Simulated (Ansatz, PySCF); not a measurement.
Species: CH3O, charge 0, doublet. CH3O (SMILES [CH2]O, doublet).
B3LYP-D3(BJ)/def2-TZVP minimum from Ansatz (a program for electronic structure):
```
C
O 1 1.3645
H 2 0.9632 1 109.87
H 1 1.0785 2 113.74 3 175.53
H 1 1.0823 4 121.49 2 153.15
```
Charge 0, spin multiplicity 2.

Total energies in hartree (Ansatz). UHF or UKS for unpaired electrons; spin-orbit terms are left out. Cores are frozen in correlated methods. No relativity. For partners of very few electrons the exact lower level stands in for a higher one.

```tsv
species	HF/cc-pVTZ	CCSD(T)/cc-pVTZ	HF/cc-pVQZ	CCSD(T)/cc-pVQZ	CCSD(T)/cc-pVDZ	CCSDT(Q)/cc-pVDZ
1: CH3O (SMILES O[CH2], doublet)	-114.46247	-114.88799	-114.47189	-114.92463	-114.76395	-114.76519
2: C (triplet)	-37.69157	-37.78076	-37.69331	-37.78654	-37.76038	-37.76071
3: O (triplet)	-74.81176	-74.97396	-74.81729	-74.99357	-74.90995	-74.91013
4: H (doublet)	-0.49981	-0.49981	-0.49995	-0.49995	-0.49928	-0.49928
```

Problem. Work out the enthalpy of formation at 298 K (by atomisation, with ideal-gas terms from PySCF's Hessian at B3LYP-D3(BJ)/def2-TZVP and the atoms' measured values of the G2/97 table; no spin-orbit terms) in kcal/mol: take Hartree-Fock from cc-pVQZ, extrapolate the CCSD(T) correlation energy as X^-3 (X = 3, 4), and add CCSDT(Q) - CCSD(T) in cc-pVDZ. The further terms named in the bracket sum to +0.64625 hartree. 1 hartree = 627.51 kcal/mol.

Solution. 
Species 1: correlation (64·(-0.45274) - 27·(-0.42552))/37 = -0.47260; step -0.00124; E1 = -114.47189 + (-0.47260) + (-0.00124) = -114.94573
Species 2: correlation (64·(-0.09323) - 27·(-0.08919))/37 = -0.09618; step -0.00033; E2 = -37.69331 + (-0.09618) + (-0.00033) = -37.78982
Species 3: correlation (64·(-0.17628) - 27·(-0.16220))/37 = -0.18655; step -0.00018; E3 = -74.81729 + (-0.18655) + (-0.00018) = -75.00402
Species 4: correlation (64·(0.00000) - 27·(0.00000))/37 = 0.00000; step +0.00000; E4 = -0.49995 + (0.00000) + (+0.00000) = -0.49995
+1·E1 -1·E2 -1·E3 -3·E4 +0.64625 = -0.00579 hartree = -3.6 kcal/mol. Measured: -3.8 kcal/mol, -16.1 kJ/mol (Active Thermochemical Tables 1.112 (ions: stationary electron), as tabulated in the package chemicals); atomic spin-orbit terms, which the calculations lack, would raise the computed values. The composite differs from it by +0.2 kcal/mol; core, relativistic and spin-orbit terms are not in it.
